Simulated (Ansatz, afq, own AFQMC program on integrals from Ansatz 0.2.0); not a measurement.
AlBH, doublet: AFQMC among the cluster methods

```xyz
3

B     0.0000   -0.0920    0.3143
Al    0.0000   -0.0334   -1.8050
H     0.0000    0.1253    1.4907
```

Connectivity, by distances: BH–Al.

Basis cc-pVDZ. Noble-gas cores (and the filled d shells of Ga–Kr and In–Xe) are frozen. Ansatz 0.2.0 and our own AFQMC program on the same integrals; the CISD trial comes from CCSD amplitudes, and released means the phaseless constraint is let go. Error bars are statistical, one sigma.

Determinant: UHF, the one that the program's search chose, which needn't be the lowest solution. The geometry is a PBE0/def2-TZVP stationary point of this or a neighbouring charge and spin state.

No full CI on the walks' own integrals is used here; CCSDTQ serves as the reference and is uncertain by about the last step of the cluster series.

Cautions: an unrestricted solution with more broken spin lies lower (102 meV, ⟨S²⟩ 1.28); raised T1 diagnostic (T1 0.046, weight of the determinant 0.85, largest double 0.09); unrestricted determinant spin contaminated (⟨S²⟩ 0.85 against 0.75); the released energies are still falling, so no released level is given (meV from the phaseless value at times in 1/Eh: -5.5 ± 2.2 at 0.24, -9.9 ± 2.4 at 0.51, -12.5 ± 2.3 at 0.99, -17 ± 3 at 1.62, -20.3 ± 2.3 at 2.40), though the last usable value meets CCSDTQ within the noise.

- T1 diagnostic: 0.0461
- weight of the determinant in the CISD state: 0.853
- ⟨S²⟩ of the determinant: 0.854
- size of the correlated space: 7 electrons in 31 orbitals

```tsv
level	correlation energy (eV)
MP2	-2.6866
CCSD	-3.6906
CCSD(T)	-3.7904
```

Problem. Estimate where phaseless AFQMC with the Hartree–Fock trial lies against CCSD(T) on the same integrals.

Solution. 0.3 ± 1.9 kJ/mol above CCSD(T). The gap is under twice the noise, so this walk alone can't tell the two apart.

Reference: CCSDTQ, correlation energy -3.830 eV.

| level | E − E(reference) (kJ/mol) | share of correlation (%) |
| --- | --- | --- |
| CCSD(T) | 3.9 | 98.96 |
| CCSDT | 0.6 | 99.83 |
| CCSDT(Q) | 0.1 | 99.97 |
| ph-AFQMC/HF | 4.2 ± 1.9 | 98.88 |
| ph-AFQMC/CISD | 2.0 ± 0.3 | 99.45 |

CCSDT and higher add their correlation energy to the determinant of the CCSD(T) run, since their own runs factorise the integrals more tightly (a shift of under 2 meV). A walk keeps the symmetry of its determinant, which the program's search chose and which needn't be the lowest solution, so a lower state of the same spin and another symmetry isn't excluded.
